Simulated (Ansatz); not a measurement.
System: SbSI (Pnma, No. 62). Method: LDA (plane waves, PAW; Ansatz, a first-principles code).

Settings: plane-wave cutoff 500 eV, 6×10×4 k mesh (along the axes of the cell as run), gaussian smearing 0.02 eV, scalar-relativistic PAW data made under PBE.

Cell (relaxed at this level):

```yaml
crystal:
  lattice:
    - [8.29385, 0.00000, 0.00000]
    - [0.00000, 4.01224, 0.00000]
    - [0.00000, 0.00000, 9.94477]
  atoms:
    - { symbol: Sb, position: [0.62735, 0.75000, 0.37559] }
    - { symbol: Sb, position: [0.37265, 0.25000, 0.62441] }
    - { symbol: Sb, position: [0.87265, 0.25000, 0.87559] }
    - { symbol: Sb, position: [0.12735, 0.75000, 0.12441] }
    - { symbol: S, position: [0.84095, 0.75000, 0.04859] }
    - { symbol: S, position: [0.15905, 0.25000, 0.95141] }
    - { symbol: S, position: [0.65905, 0.25000, 0.54859] }
    - { symbol: S, position: [0.34095, 0.75000, 0.45141] }
    - { symbol: I, position: [0.01172, 0.75000, 0.66943] }
    - { symbol: I, position: [0.98828, 0.25000, 0.33057] }
    - { symbol: I, position: [0.48828, 0.25000, 0.16943] }
    - { symbol: I, position: [0.51172, 0.75000, 0.83057] }
```

**Question.** Estimate the band gap that the calculation returns.

**Answer.** 
* **band gap**: 1.44 eV (on the SCF k mesh)

Measured, for comparison: band gap 1.88 eV (temperature not stated, not corrected to a static lattice, indirect; as tabulated in Butler et al. (2014), arXiv:1412.6929).

Note: the volume lies 7 % below that of the published cell.

Spin–orbit coupling is not included.

The computed numbers hold no vibrational or temperature effects.

Computing time: roughly 21 core-minutes.
